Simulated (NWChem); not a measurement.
# HF/def2-TZVP run of singlet [N2H3]+

Aim: a single-point energy of singlet [N2H3]+. 

Program for the calculation: NWChem 7.3.0.

2 further runs of the same task are left out: 2 set aside as unsound or not needed. Runs told in other sessions of the task aren't counted.

### 1 The molecule

[N2H3]+: 5 atoms, total charge +1, spin state singlet. As SMILES of the parent species, `[NH]N`. The coordinates come from a PBE0-D4/def2-TZVP relaxation. This is one conformer, not always the lowest. That shape belongs to the parent species and isn't relaxed for this state.

Bond lengths: N1–N2 1.338 Å, N1–H3 1.021 Å, N2–H4 1.008 Å, N2–H5 1.012 Å. Angles: N1–N2–H4 113.9°, N1–N2–H5 120.9°, N2–N1–H3 106.1°, H4–N2–H5 114.6°.

### 2 The energy at HF/def2-TZVP

test.nw

```
start test
title "H3N2 hf"
memory 2200 mb
charge 1
geometry units angstrom noautosym nocenter noautoz
 N    -0.187600   -0.818050    0.454040
 N    -0.128660    0.235610   -0.368450
 H     0.759840   -0.951450    0.811270
 H    -1.030950    0.592300   -0.640030
 H     0.587360    0.941580   -0.256830
end
basis spherical bse
 * library def2-TZVP
end
scf
 thresh 1e-08
 maxiter 80
end
task scf energy
```

Launch:

```console
$ nwchem test.nw > test.out
```

What values should one expect? Wanted: total energy; HOMO energy; LUMO energy; HOMO–LUMO gap.

Answer, from the run:

At HF/def2-TZVP:

| quantity | value |
| --- | --- |
| total energy | -110.32352 Eh |
| HOMO energy | -22.14 eV |
| LUMO energy | -6.48 eV |
| HOMO–LUMO gap | 15.66 eV |
